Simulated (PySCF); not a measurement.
## Static response to an electric field

CH7BSi.
Geometry (PBE0-D3(BJ)/def2-SVP, Å), atoms numbered from 1 in this order:
```xyz
10
CH7BSi angstrom
B     -1.4580   -0.2718   -0.1050
C     -0.2956    0.7217   -0.2817
Si     1.2849   -0.1949    0.2489
H     -1.7648   -1.0301   -0.9980
H     -2.0355   -0.3639    0.9554
H     -0.1026    1.0229   -1.3241
H     -0.3389    1.6036    0.3779
H      1.5120   -1.4029   -0.5995
H      1.2017   -0.6217    1.6777
H      2.4498    0.7275    0.0910
```

Level: wB97X-D/def2-SVPD (PySCF), static field, nuclei fixed, core orbitals frozen in the response. The polarisability tensor in these axes (au):

```
x   64.69  1.76  1.13
y    1.76 52.54  0.13
z    1.13  0.13 52.32
```

Question: Diagonalise the tensor; give its mean and Δα, where Δα² is half the sum of the squared differences of the eigenvalues.

Answer: Principal values 52.21, 52.30 and 65.04 au; mean 56.52 au = 8.37 Å³ = 9.32 × 10⁻⁴⁰ C²·m²/J; Δα = 12.78 au (23 % of the mean).

Question: What is the dipole moment, and where does it point?

Answer: (0.38, 0.78, -0.21) D, 0.90 D in size, pointing from the negative to the positive side. Measured along this direction, the outermost atoms are H4 and H5 at the negative end and H10 at the positive end.

Question: In a dilute gas of rigid molecules at 298 K, how does the orientational term μ²/3kT compare with the electronic polarisability?

Answer: In Gaussian units μ²/3kT = 6.50 Å³ against 8.37 Å³, a ratio of 0.78; the Debye molar polarisation (4π/3)N_A(α + μ²/3kT) is 37.5 cm³/mol, leaving out the vibrational part.

Question: Find the Langevin capture rate constant for H3+ (3.023 u) meeting this molecule (58.041 u), k = 2.342 × 10⁻⁹ cm³/s × √(α in Å³ / reduced mass in u).

Answer: The reduced mass is 2.87 u, so k = 4.00 × 10⁻⁹ cm³/s. The formula leaves out the permanent dipole, which adds to the capture rate.

Question: Form Σ f/ω² (atomic units) for the 10 lowest TDDFT singlets, given as eV and f, and set it beside the mean polarisability, which is this sum over all singlets: 5.98, 0.0006; 6.31, 0.0397; 7.35, 0.0508; 7.65, 0.0002; 8.44, 0.1741; 8.64, 0.0545; 8.79, 0.0317; 8.96, 0.1330; 9.02, 0.0011; 9.20, 0.0821.

Answer: They add up to 6.06 au, 10.7 % of the 56.52 au; the largest single term is 1.81 au, from the state at 8.44 eV. Terms in order: 0.01, 0.74, 0.70, 0.00, 1.81, 0.54, 0.30, 1.23, 0.01, 0.72 au. Higher excitations give the rest. The strengths listed sum to 0.568.

Isolated species at its PBE0-D3(BJ)/def2-SVP geometry (one conformer only).

These values come from a run that also computed excited states and ΔSCF ions. Time: 44 s. Hardware: x86-64 server, one thread, shared host.
